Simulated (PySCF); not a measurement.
Gas-phase thermal properties of CCl3F

Computed with PySCF (xtb for GFN2) and rigid-rotor harmonic-oscillator thermochemistry at 1 bar. 'Table' is the NASA 1993 thermochemical table (part measured, part estimated). 6-31G* has spherical d functions here. All species are closed-shell singlets. B3LYP is the form with VWN-RPA correlation. The harmonic model lacks anharmonicity and excited electronic states, which grow with temperature; levels with a mode under 35 cm⁻¹ are left out. The table's entry may be an old estimate for CCl3F (not checked at source).

```tsv
level	point group	σ	ZPE (kJ/mol)	S°298 (J/mol/K)	Cp298 (J/mol/K)	S°1000 (J/mol/K)	H1000 − H298 (kJ/mol)
table	-	-	-	310.0	78.3	423.1	67.3
B3LYP/6-31G*	C3v	3	29.3	310.7	78.6	424.1	67.4
GFN2-xTB	C3v	3	25.6	316.7	82.9	433.3	69.1
HF/6-31G*	C3v	3	33.3	305.3	74.3	415.2	65.6
PBE/def2-SVP	C3v	3	28.6	311.8	79.3	425.7	67.7
PBE0/def2-TZVP	C3v	3	29.9	309.3	77.7	422.2	67.2
```
σ: rotational symmetry number. Electronic degeneracy used: 1. Frequencies are unscaled.
